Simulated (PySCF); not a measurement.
Simulated C 1s region for `O=C([O-])/C=C/F`, binding energy against the vacuum level.

Every computed line was given a Gaussian of 0.6 eV full width at half maximum and an area set by the number of equivalent atoms; the highest printed point is 100. Computed, not measured: delta-SCF UKS SCAN, pcX-2 on the ionised atom, pcseg-1 elsewhere, spin-free X2C (PySCF).

(binding energy (eV), intensity): (284.9, 0), (285.0, 1), (285.1, 2), (285.2, 5), (285.3, 11), (285.4, 21), (285.5, 32), (285.6, 44), (285.7, 51), (285.8, 51), (285.9, 43), (286.0, 31), (286.1, 20), (286.2, 11), (286.3, 5), (286.4, 2), (286.5, 1), (286.6, 0), (286.7, 0), (286.8, 0), (286.9, 0), (287.0, 0), (287.1, 0), (287.2, 0), (287.3, 0), (287.4, 2), (287.5, 4), (287.6, 11), (287.7, 22), (287.8, 41), (287.9, 64), (288.0, 86), (288.1, 100), (288.2, 100), (288.3, 86), (288.4, 64), (288.5, 41), (288.6, 22), (288.7, 11), (288.8, 4), (288.9, 2), (289.0, 0)

**Question.** Count the maxima, the lines and the sites behind this envelope.

**Answer.** The curve has 2 maxima (at 285.7 and 288.1 eV). Under it lie 3 lines from 3 inequivalent carbon sites. At this width some lines have no maximum of their own.

**Question.** Decompose the envelope and assign each component. Numbering: `[O:1]=[C:2]([O-:3])/[CH:4]=[CH:5]/[F:6]`.

**Answer.** 
```
position (eV)  relative area  line  atoms         environment
       285.75              1  C 1s     C4    alkene CH carbon
       288.11              1  C 1s     C5  vinylic C–F carbon
       288.19              1  C 1s     C2  carboxylate carbon
```

**Question.** What are the centre and the root-mean-square width of the whole band?

**Answer.** The area-weighted mean of the lines is 287.35 eV. Their own spread about it is 1.13 eV (rms) and each Gaussian has σ = 0.6/2.355 = 0.25 eV; the variances add, which gives 1.16 eV.

The listed C 1s values span 2.44 eV, from C4 (bonded to C (double bond), C and H) to C2 (bonded to 2 O and C). The widest gap between neighbouring values is 2.36 eV, between 285.75 and 288.11 eV.

Shake-up satellites, vibrational structure and lifetime widths aren't simulated. The species carries charge -1, so core ionisation leaves a neutral species. The basis sets have no added diffuse functions. Geometry: PBE0-D3(BJ)/def2-SVP; no solvent, vibrations or thermal averaging. The geometry's basis has no diffuse functions, a weakness for an anion.

Shape of the structure used: `[O:1]=[C:2]([O-:3])/[CH:4]=[CH:5]/[F:6]`: O1–C2–C4–C5 -178°.
